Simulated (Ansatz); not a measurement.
Calculated with Ansatz (gas phase, PBE0-D4/def2-TZVP geometries, no zero-point term in ΔE). CCSD(T)/CBS is the MP2 limit (def2-TZVPP, def2-QZVPP) plus CCSD(T) − MP2 in def2-TZVPP, frozen cores. This one scheme is used for every species. Functionals use def2-TZVPP. B3LYP here is the variant with VWN-RPA as its local correlation; programs differ in this. Each species was taken in one conformer, which may not be the lowest.

`CCOC(C)F` + H–F → `CCOC(F)F` + CH₄  (substitution at a C–C bond)

`CCOC(C)F`:

```xyz
15

C    -1.008    2.115    0.497
C     0.165    1.252    0.116
O    -0.295   -0.082   -0.042
C     0.692   -0.996   -0.291
C     0.116   -2.380   -0.253
F     1.237   -0.770   -1.555
H    -1.454    1.774    1.433
H    -0.687    3.151    0.624
H    -1.774    2.085   -0.280
H     0.940    1.276    0.896
H     0.619    1.598   -0.818
H     1.533   -0.865    0.407
H    -0.700   -2.453   -0.973
H    -0.269   -2.595    0.744
H     0.885   -3.111   -0.505
```

H–F:

```xyz
2

F     0.008    0.436   -0.147
H    -0.008   -0.436    0.147
```

`CCOC(F)F`:

Z-matrix (Å, degrees):
```
C
C 1 1.505
H 1 1.092 2 109.9
H 1 1.091 2 110.8 3 -120.0
H 1 1.091 2 110.6 3 119.7
O 2 1.425 1 108.1 3 -179.8
H 2 1.095 1 111.1 3 -59.7
H 2 1.098 1 111.0 3 60.6
C 6 1.348 2 114.2 1 -173.8
F 9 1.338 6 107.7 2 171.3
F 9 1.361 6 111.2 2 -71.4
H 9 1.099 6 113.7 2 49.7
```

CH₄:

Z-matrix (Å, degrees):
```
C
H 1 1.090
H 1 1.090 2 109.5
H 1 1.090 2 109.5 3 -120.0
H 1 1.090 2 109.5 3 120.0
```

```csv
level,ΔE (kJ/mol)
B3LYP-D4,-1.7
ωB97X-V,-2.8
HF/def2-QZVPP,-14.8
SCS-MP2/def2-QZVPP,10.9
```

Problem. What does CCSD(T)/CBS give? (Estimate.)

Solution. Ansatz gave: +12.6 kJ/mol. The listed levels differ from it by -14.3, -15.4, -27.4, -1.7 kJ/mol.

Largest T1 diagnostic among the species: 0.011.

The D4 term adds +5.6 kJ/mol with B3LYP and +3.2 kJ/mol with PBE0; it sums over pairs of atoms, weighted by their polarisabilities, and B3LYP, whose exchange is more repulsive, gets the larger term. In def2-TZVPP, CCSD(T) changes the Hartree–Fock value by +20.6 kJ/mol (the triples alone add +1.1 kJ/mol) and MP2 by +27.0 kJ/mol. From r2SCAN to r2SCAN0 (25 % exact exchange), in def2-TZVPP and without D4, ΔE moves by +3.0 kJ/mol.

CCSD(T)/CBS has its own doubt, a few kJ/mol and more with outer-core shells, so smaller differences from it don't rank the levels.
